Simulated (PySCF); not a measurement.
Saddle point of AlH3O2, singlet (AlH₃O₂ ([OH][AlH][OH]) → AlHO₂ ([O][Al][OH]) + H₂; bonds formed: H2–H4; bonds broken: Al1–H2, O3–H4), PBE0-D4/def2-TZVP structure:

```json
{"atom": "Al1", "x (Å)": "0.2134", "y (Å)": "0.1861", "z (Å)": "0.2183"}
{"atom": "H2", "x (Å)": "-0.0404", "y (Å)": "-1.4413", "z (Å)": "-0.7033"}
{"atom": "O3", "x (Å)": "1.5947", "y (Å)": "-0.4557", "z (Å)": "0.7538"}
{"atom": "H4", "x (Å)": "0.6961", "y (Å)": "-1.4121", "z (Å)": "-0.2424"}
{"atom": "O5", "x (Å)": "-1.1211", "y (Å)": "1.1182", "z (Å)": "-0.1512"}
{"atom": "H6", "x (Å)": "-1.3426", "y (Å)": "2.0048", "z (Å)": "0.1249"}
```

Energies are electronic, without zero-point energy. Barriers and step energies count from the start structure reached by relaxing down the imaginary mode; all methods use the PBE0-D4 structures, on which another method's saddle can fall below an end. PySCF 2.14 with density fitting (its default auxiliary sets; JK sets also for MP2 and CCSD(T)); basis: def2-TZVPP, with def2-QZVPP for the basis limit; cores frozen in the correlated methods. B3LYP uses VWN-RPA correlation. Extrapolation: Hartree–Fock as exp(−7.88 √X), correlation as X^−2.97.

| method | barrier (kJ/mol) | step energy (kJ/mol) |
| --- | --- | --- |
| SPW92 | ? | 252.5 |
| PBE-D4 | ? | 237.9 |
| r2SCAN-D4 | 271.1 | 256.1 |
| PBE0-D4 | 285.4 | 269.5 |
| B3LYP-D4 | ? | 259.0 |
| BHLYP-D4 | 317.2 | 292.1 |
| wB97M-V | 293.6 | 270.3 |
| HF | 365.9 | 328.1 |
| MP2 | 277.1 | 250.5 |
| CCSD | 307.2 | 279.5 |
| CCSD(T) | 291.8 | 265.5 |

(1) Fill in the withheld barriers. (An estimate is asked for; the value comes from the calculation.)

No T1 diagnostic of these runs exceeds 0.025.

Answers

(1) The calculation gives: PBE-D4 253.1; B3LYP-D4 282.4; SPW92 249.6 kJ/mol. Each is the energy of the saddle less that of the start structure, by the same method.

For comparison, the barrier by CCSD(T) at an estimated basis limit (MP2 extrapolated from triple and quadruple zeta, plus CCSD(T) − MP2 in triple zeta) is 289.0 kJ/mol.

Labels in which every atom is bracketed show which atoms are joined, not bond orders.

For scale, one of the runs: CCSD(T)/def2-TZVPP, 146 basis functions, launched by `OMP_NUM_THREADS=4 python run.py`. Time: 74 s of wall clock on 4 CPU threads of an Arm Neoverse V2; the host was shared. Peak host memory: 0.89 GiB.
